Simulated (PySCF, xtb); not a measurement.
## Isomers of CHBN in order of energy

5 gas-phase structures of CHBN, found in a search over its isomers (lower ones may exist). Each was relaxed with GFN2-xTB:

A. `[BH]C#N`, a doublet
B. `[B]1C=N1`, a doublet
C. a doublet given by its coordinates
D. `[B]=[N+]=[CH-]`, a doublet
E. `B1[C]=N1`, a doublet

C (Å):

```yaml
atoms:
  - { symbol: C, position_ang: [-3.9019, -1.6933, 1.0320] }
  - { symbol: B, position_ang: [-1.5435, -0.9235, 0.5650] }
  - { symbol: N, position_ang: [-2.7603, -1.3201, 0.8022] }
  - { symbol: H, position_ang: [-0.4787, -0.5778, 0.3576] }
```

Close contacts (Å): C1–N3 1.22, B2–N3 1.30, B2–H4 1.14.

Estimate their order in r2SCAN-D4/def2-SVP energy at these geometries, lowest first.

Calculated order at r2SCAN-D4/def2-SVP: E (0.0), A (0.2), C (4.8), B (10.8), D (38.2) kcal/mol. Less than 1 kcal/mol parts E and A, so the order within that pair means little. CCSD(T)/def2-SVP after further relaxation puts A lowest instead.

Energies above the lowest of each column, in kcal/mol; the last columns are at B3LYP-D3(BJ)/def2-SVP geometries and were run for some of them only (a dash: not run or not comparable):

```tsv
structure	GFN2-xTB	HF/STO-3G	r2SCAN-D4/def2-SVP	B3LYP-D3(BJ)/def2-SVP	CCSD(T)/def2-SVP
E	16.0	10.2	0.0	3.8	4.2
A	0.0	0.0	0.2	0.1	0.0
C	2.4	7.7	4.8	0.0	1.8
B	26.0	18.3	10.8	16.9	–
D	35.9	58.9	38.2	–	–
```

Every level run on A puts it lowest or level with the lowest. CCSD(T)/def2-SVP orders those it was run on as A (0.0), C (1.8), E (4.2) kcal/mol. Frequencies (B3LYP-D3(BJ)/def2-SVP) were run for A, C, E alone. Open shells are spin-unrestricted, some with notable spin contamination. Large T1 diagnostics make some coupled-cluster values less sure.

Over these structures GFN2-xTB departs from r2SCAN-D4/def2-SVP by 8.3 kcal/mol on average once a common shift is removed. A GFN2-xTB relaxation took about 0.029 s and the r2SCAN-D4/def2-SVP energy about 25 s on a shared host (PySCF 2.14.0, xtb 6.7.1).
